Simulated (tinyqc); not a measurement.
UHF in the sto-3g basis, for H3O+, spin multiplicity 1, step by step. One step of it, computed by the program tinyqc.

Task: Iteration 1: diagonalisation and new density. Diagonalise F' = X^T F X, C = X C', fill 5 alpha and 5 beta electrons from the bottom; D(s) = C_occ C_occ^T. Each column has its largest component positive (the first on a tie).

F(alpha) (hartree), lower triangle:
```
             1O 1s      1O 2s     1O 2px     1O 2py     1O 2pz      2H 1s      3H 1s      4H 1s
1O 1s   -20.935652
1O 2s    -5.342687  -2.920395
1O 2px    0.002490   0.064487  -1.017111
1O 2py    0.000000   0.000000   0.000000  -0.992063
1O 2pz    0.005016   0.094713   0.149439   0.000000  -0.694630
2H 1s    -0.996219  -1.075853  -0.548560   0.000000   0.071315  -0.736349
3H 1s    -0.999660  -1.088472   0.299463  -0.526078   0.217996  -0.340727  -0.829781
4H 1s    -0.999660  -1.088472   0.299463   0.526078   0.217996  -0.340727  -0.374821  -0.829781
```

F(beta) (hartree), lower triangle:
```
             1O 1s      1O 2s     1O 2px     1O 2py     1O 2pz      2H 1s      3H 1s      4H 1s
1O 1s   -20.935653
1O 2s    -5.342687  -2.920397
1O 2px    0.001684  -0.013263  -1.012523
1O 2py    0.000000   0.000000   0.000000  -0.996645
1O 2pz    0.005017   0.094700  -0.155726   0.000000  -0.694633
2H 1s    -0.998918  -1.059281  -0.553286   0.000000   0.259279  -0.767782
3H 1s    -0.998310  -1.096758   0.294374  -0.526289   0.124023  -0.344502  -0.814066
4H 1s    -0.998310  -1.096758   0.294374   0.526289   0.124023  -0.344502  -0.367279  -0.814066
```

X:
```
                1          2          3          4          5          6          7          8
1O 1s   -0.360605   0.000000   0.000033   0.731632   0.621326  -0.000149   0.000000   0.144933
1O 2s    1.241063   0.000000  -0.000073  -0.098697   0.177913  -0.000196   0.000000   0.430876
1O 2px   0.000077   0.000000  -0.915468   0.000096   0.000091   0.668526   0.000000   0.000118
1O 2py   0.000000   0.915820   0.000000   0.000000   0.000000   0.000000   0.668319   0.000000
1O 2pz  -0.249420   0.000000   0.000005  -0.678754   0.709213   0.000027   0.000000  -0.089571
2H 1s   -0.541814   0.000000   0.919481  -0.133405  -0.110719   0.443763   0.000000   0.310513
3H 1s   -0.542118  -0.796204  -0.459644  -0.133498  -0.110821  -0.221892   0.384361   0.310431
4H 1s   -0.542118   0.796204  -0.459644  -0.133498  -0.110821  -0.221892  -0.384361   0.310431
```

Give: F' = X^T F X; orbital energies; coefficients C; F' = X^T F X; orbital energies; coefficients C; D(alpha) after iteration 1; D(beta) after iteration 1.

Result:

F' = X^T F X (alpha) (hartree), lower triangle:
```
         1        2        3         4        5        6        7        8
1  -0.5215
2   0.0000   0.1255
3  -0.0299   0.0000   0.0196
4   1.9310   0.0000   0.1799  -10.2648
5   1.6672   0.0000  -0.2087   -9.0603  -9.2712
6   0.0011   0.0000   0.1776   -0.0355   0.0279  -1.0872
7   0.0000  -0.1392   0.0000    0.0000   0.0000   0.0000  -1.1181
8   0.1865   0.0000   0.0259   -4.0233  -3.8877   0.0477   0.0000  -3.2648
```

orbital energies (alpha) (hartree): MO1 -20.9451, MO2 -1.7181, MO3 -1.1335, MO4 -1.1286, MO5 -0.7664, MO6 0.0328, MO7 0.1355, MO8 0.1409

coefficients C (alpha):
```
            MO1      MO2      MO3      MO4      MO5      MO6      MO7      MO8
1O 1s    0.9939  -0.2357   0.0000  -0.0114  -0.0504  -0.1600   0.0271   0.0000
1O 2s    0.0276   0.8524   0.0000   0.0359   0.2410   0.9797  -0.1439   0.0000
1O 2px  -0.0002  -0.0689   0.0000   0.8185  -0.0728  -0.0659  -0.7750   0.0000
1O 2py   0.0000   0.0000   0.7649   0.0000   0.0000   0.0000   0.0000   0.8368
1O 2pz  -0.0017  -0.0730   0.0000  -0.2148   0.8876  -0.3454  -0.2744   0.0000
2H 1s   -0.0050   0.0941   0.0000   0.2570   0.2869  -0.5733   0.9882   0.0000
3H 1s   -0.0049   0.1269   0.2945  -0.1049  -0.2580  -0.6575  -0.3935  -0.8336
4H 1s   -0.0049   0.1269  -0.2945  -0.1049  -0.2580  -0.6575  -0.3935   0.8336
```

F' = X^T F X (beta) (hartree), lower triangle:
```
         1        2        3         4        5        6        7        8
1  -0.5215
2   0.0000   0.1327
3  -0.0247   0.0000   0.0125
4   1.9310   0.0000  -0.1918  -10.2648
5   1.6672   0.0000   0.1926   -9.0603  -9.2713
6  -0.0098   0.0000   0.1699    0.0252  -0.0328  -1.0873
7   0.0000  -0.1470   0.0000    0.0000   0.0000   0.0000  -1.1179
8   0.1865   0.0000   0.0053   -4.0233  -3.8877   0.0257   0.0000  -3.2648
```

orbital energies (beta) (hartree): MO1 -20.9451, MO2 -1.7146, MO3 -1.1350, MO4 -1.1313, MO5 -0.7588, MO6 0.0046, MO7 0.1480, MO8 0.1497

coefficients C (beta):
```
            MO1      MO2      MO3      MO4      MO5      MO6      MO7      MO8
1O 1s    0.9939  -0.2362   0.0000  -0.0155  -0.0404  -0.1539   0.0567   0.0000
1O 2s    0.0276   0.8542   0.0000   0.0696   0.1915   0.9264  -0.3703   0.0000
1O 2px  -0.0001  -0.0053   0.0000   0.8161   0.0656  -0.3503  -0.7014   0.0000
1O 2py   0.0000   0.0000   0.7693   0.0000   0.0000   0.0000   0.0000  -0.8328
1O 2pz  -0.0017  -0.0786   0.0000   0.2059   0.9005  -0.1390   0.3938   0.0000
2H 1s   -0.0049   0.0963   0.0000   0.2325  -0.4169  -0.1714   1.0936   0.0000
3H 1s   -0.0050   0.1267   0.2901  -0.1389   0.1207  -0.7800  -0.1502   0.8352
4H 1s   -0.0050   0.1267  -0.2901  -0.1389   0.1207  -0.7800  -0.1502  -0.8352
```

D(alpha) after iteration 1, lower triangle:
```
          1O 1s    1O 2s   1O 2px   1O 2py   1O 2pz    2H 1s   3H 1s   4H 1s
1O 1s    1.0460
1O 2s   -0.1861   0.7867
1O 2px   0.0104  -0.0469   0.6801
1O 2py   0.0000   0.0000   0.0000   0.5851
1O 2pz  -0.0268   0.1440  -0.2355   0.0000   0.8393
2H 1s   -0.0446   0.1585   0.1830   0.0000   0.1925   0.1572
3H 1s   -0.0206   0.0421  -0.0758   0.2253  -0.2157  -0.0890  0.1804
4H 1s   -0.0206   0.0421  -0.0758  -0.2253  -0.2157  -0.0890  0.0070  0.1804
```

D(beta) after iteration 1, lower triangle:
```
          1O 1s   1O 2s   1O 2px   1O 2py   1O 2pz    2H 1s    3H 1s   4H 1s
1O 1s    1.0455
1O 2s   -0.1832  0.7719
1O 2px  -0.0142  0.0649   0.6704
1O 2py   0.0000  0.0000   0.0000   0.5919
1O 2pz  -0.0227  0.1196   0.2275   0.0000   0.8595
2H 1s   -0.0144  0.0184   0.1619   0.0000  -0.3351   0.2371
3H 1s   -0.0376  0.1215  -0.1061   0.2232   0.0702  -0.0704   0.1341
4H 1s   -0.0376  0.1215  -0.1061  -0.2232   0.0702  -0.0704  -0.0342  0.1341
```
